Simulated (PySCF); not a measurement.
Metal–ligand bonds in Cd(F)1–Y. Isolated molecules, 0 K electronic values unless said otherwise. One relaxed conformer stands for each flexible species; it need not be the lowest. Multiplicities are imposed; where one is given, others were not computed. Strings in code marks are SMILES.

The highest occupied spin orbital from two functionals at the same geometries (BP86-D3(BJ)/def2-SVP), both in PySCF: PBE-D3(BJ)/def2-TZVP and TPSSh-D3(BJ)/def2-TZVP. 

```
species                     PBE-D3(BJ)/def2-TZVP (eV)
--------------------------  -------------------------
free radical OH                                 -7.14
free radical NH2                                -7.20
free radical CH3 (`[CH3]`)                      -5.38
free radical OCH3                               -5.96
free radical N(CH3)2                            -5.57
free radical SH (`[SH]`)                        -6.12
```

Problem. What does TPSSh-D3(BJ)/def2-TZVP give for each?

Solution. 
- free radical OH: -8.07
- free radical NH2: -7.97
- free radical CH3 (`[CH3]`): -6.06
- free radical OCH3: -6.87
- free radical N(CH3)2: -6.42
- free radical SH (`[SH]`): -6.75
Over these rows, drawn at random from the members with no instability flagged (it was tested for open shells, ions and some series alone), PBE minus TPSSh-D3(BJ): mean +0.80 eV, from +0.64 eV to +0.93 eV.
